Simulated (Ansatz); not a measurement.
C₄H₇N (`CC(C)C#N`), 12 atoms. Total charge 0; spin multiplicity 1. All runs use 4 threads of an Intel Xeon Platinum 8488C on a shared host. Correlated methods freeze the cores.

(1) How many basis functions does each run have, and how long does it take in Ansatz? RHF-MP2/def2-QZVPP energy; RKS ωB97M-V/def2-QZVPP energy; RKS CAM-B3LYP-D4/def2-TZVPP energy; RHF-CCSD(T)/def2-TZVPP energy; RKS B2PLYP (frozen core)/def2-TZVPP energy; RKS PBE0-D4/def2-QZVPP energy; direct RPA on PBE orbitals/def2-TZVPP energy; RHF-CCSD(T)/def2-SVP energy; RKS PBE0-D4/def2-TZVP frequencies; RKS ωB97M-V/def2-SVP energy; RKS r2SCANh-D4/def2-TZVPP energy; RKS PBE0-D4/def2-TZVP relaxation (5 steps). (An estimate is asked.)

Answers

(1) Ansatz gave: Other jobs shared the machine, so times are rough.

```csv
level,job,functions,wall time,peak host memory (GiB)
RKS ωB97M-V/def2-SVP,energy,105,1.8 s,0.47
RKS CAM-B3LYP-D4/def2-TZVPP,energy,253,2 s,0.63
RKS r2SCANh-D4/def2-TZVPP,energy,253,2.6 s,0.57
RHF-CCSD(T)/def2-SVP,energy,105,2.8 s,0.54
direct RPA on PBE orbitals/def2-TZVPP,energy,253,3.3 s,0.66
RKS B2PLYP (frozen core)/def2-TZVPP,energy,253,3.5 s,0.68
RKS PBE0-D4/def2-QZVPP,energy,495,4.9 s,1.6
RKS ωB97M-V/def2-QZVPP,energy,495,10 s,1.9
RKS PBE0-D4/def2-TZVP,relaxation (5 steps),197,11 s,0.46
RHF-MP2/def2-QZVPP,energy,495,16 s,3.4
RHF-CCSD(T)/def2-TZVPP,energy,253,67 s,5.9
RKS PBE0-D4/def2-TZVP,frequencies,197,100 s,0.48
```
